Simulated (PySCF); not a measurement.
Species: C3H5FS.
Z-matrix (Å and degrees, GFN2-xTB geometry), rows numbered from 1:
```
F 
C   1  1.3628
C   2  1.4964  1  117.57
C   2  1.4954  1  118.69  3   -69.50
S   4  1.8011  2  121.78  3  -109.97
H   2  1.0830  1  109.95  3   145.53
H   3  1.0798  2  116.57  4   107.50
H   3  1.0785  2  118.91  4  -109.06
H   4  1.0808  2  117.98  3   108.96
H   5  1.3300  4   95.83  2    14.51
```

Method used: CAM-B3LYP/def2-SVPD in PySCF (dipole) on a GFN2-xTB geometry, gas phase.

Take the most abundant isotopes and a rigid rotor. The values belong to one conformer with, in the numbering `[F:1][C@@H:2]1[CH2:3][C@@H:4]1[SH:5]`, C3–C4–S5–H -57°.

Task: What are A, B and C (GHz)?

Result: Ia = 73.59, Ib = 166.69, Ic = 210.77 u·Å²; 505379 MHz·u·Å²/I gives 6867, 3032 and 2398 MHz, that is A = 6.8674, B = 3.0318, C = 2.3978 GHz.

Task: Classify the top.

Result: An asymmetric top; Ray's κ = -0.716.

Task: What does the inertial defect say?

Result: Not planar: Δ = Ic − Ia − Ib = -29.51 u·Å². For a rigid frame Δ = −2 Σ m c², so Σ m c² = 14.76 u·Å² lies off the ab plane: 6.35 from hydrogen and 8.40 from heavier atoms. The atom farthest from that plane is 1.57 Å away.

Task: Where do the levels up to J = 4 lie, in K?

Result: Above 0(0,0), as E/k:
J = 1: 1(0,1) 0.261, 1(1,1) 0.445, 1(1,0) 0.475
J = 2: 2(0,2) 0.778, 2(1,2) 0.935, 2(1,1) 1.027, 2(2,1) 1.579, 2(2,0) 1.582
J = 3: 3(0,3) 1.546, 3(1,3) 1.669, 3(1,2) 1.852, 3(2,2) 2.361, 3(2,1) 2.378, 3(3,1) 3.359, 3(3,0) 3.359
J = 4: 4(0,4) 2.556, 4(1,4) 2.645, 4(1,3) 2.947, 4(2,3) 3.400, 4(2,2) 3.450, 4(3,2) 4.408, 4(3,1) 4.409, 4(4,1) 5.797, 4(4,0) 5.797
The levels of one J sum to (2J + 1)J(J + 1)(A + B + C)/3.

Task: Which types of transition are allowed, and where do some lines up to J = 2 fall?

Result: The dipole components are |μa| = 1.19 D, |μb| = 1.75 D, |μc| = 0.45 D. The squared components, which scale the intensities, stand as 0.46 : 1.00 : 0.06 (a : b : c). Some lines, for components of 0.1 D or more:

```
type  branch         J(Ka,Kc)    MHz  lower level (cm⁻¹)
   a       Q  1(1,0) ← 1(1,1)    634               0.309
   c       Q  2(1,2) ← 2(0,2)   3274               0.541
   c       Q  1(1,1) ← 1(0,1)   3836               0.181
   b       Q  2(1,1) ← 2(0,2)   5176               0.541
   a       R  1(0,1) ← 0(0,0)   5430               0.000
   b       R  1(1,1) ← 0(0,0)   9265               0.000
   c       R  1(1,0) ← 0(0,0)   9899               0.000
   a       R  2(1,2) ← 1(1,1)  10225               0.309
   a       R  2(1,1) ← 1(1,0)  11493               0.330
   c       Q  2(2,1) ← 2(1,1)  11507               0.714
   b       Q  2(2,0) ← 2(1,1)  11579               0.714
   b       Q  2(2,1) ← 2(1,2)  13409               0.650
   c       R  2(1,1) ← 1(0,1)  15963               0.181
   c       R  2(2,0) ← 1(1,0)  23072               0.330
   c       R  2(2,1) ← 1(1,1)  23634               0.309
```

Task: Estimate the classical rotational partition function at 50 K, 100 K and 298.15 K.

Result: Point group C1, symmetry number σ = 1; q = (√π/σ)·√((kT/h)³/(ABC)), k/h = 20836.6 MHz/K: 8440 at 50 K, 23900 at 100 K, 123000 at 298.15 K.

No GFN2-xTB frequencies stand behind this structure, so it isn't proved a minimum. Constants of a rigid frame at the computed geometry: no zero-point averaging, no centrifugal distortion.
